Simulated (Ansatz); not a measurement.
This geometry of C3H8OS (13 atoms, charge 0, multiplicity 1) is a first-order saddle point.

The calculation used Ansatz 0.2.0, RKS PBE0/def2-SVP.

```xyz
13
Properties=species:S:1:pos:R:3
O -1.890 1.352 0.796
C -0.953 0.334 1.025
C 0.283 0.406 0.110
C 0.512 -0.860 -0.701
S 1.874 -0.760 -1.902
H -2.244 1.242 -0.093
H -0.652 0.438 2.079
H -1.420 -0.670 0.940
H 0.158 1.263 -0.572
H 1.190 0.628 0.697
H 0.668 -1.732 -0.046
H -0.372 -1.091 -1.318
H 2.864 -0.584 -1.000
```

Problem. Which two structures does it join? (They come from a converged band through this point; their orientation in space is the band's.)

Solution. No bond is made or broken. The dihedral O1–C2–C3–H10 goes from 53 to 176°.

Image 0:

```xyz
13
Properties=species:S:1:pos:R:3
O -1.505 1.467 1.353
C -1.082 0.234 0.843
C 0.107 0.358 -0.100
C 0.632 -0.986 -0.575
S 1.976 -0.886 -1.796
H -1.793 2.013 0.613
H -0.803 -0.381 1.715
H -1.906 -0.308 0.333
H -0.175 0.964 -0.979
H 0.904 0.917 0.419
H 0.955 -1.609 0.275
H -0.159 -1.552 -1.094
H 2.869 -0.266 -0.994
```

Image 10:

```xyz
13
Properties=species:S:1:pos:R:3
O -2.042 0.736 0.317
C -0.864 0.543 1.056
C 0.391 0.485 0.194
C 0.384 -0.673 -0.789
S 1.822 -0.744 -1.900
H -2.276 -0.094 -0.109
H -0.785 1.398 1.746
H -0.927 -0.365 1.691
H 0.493 1.430 -0.364
H 1.271 0.408 0.856
H 0.277 -1.640 -0.269
H -0.474 -0.581 -1.474
H 2.750 -0.940 -0.939
```

Problem. How far does it lie above each of them?

Solution. 0.164 eV above the first and 0.164 eV above the second. This is the barrier of this one path; another mechanism may lie lower.

Time of the run: 2.7 min on 2 threads of Intel(R) Xeon(R) Platinum 8488C (Sapphire Rapids), on a shared host, peak memory 0.28 GiB.
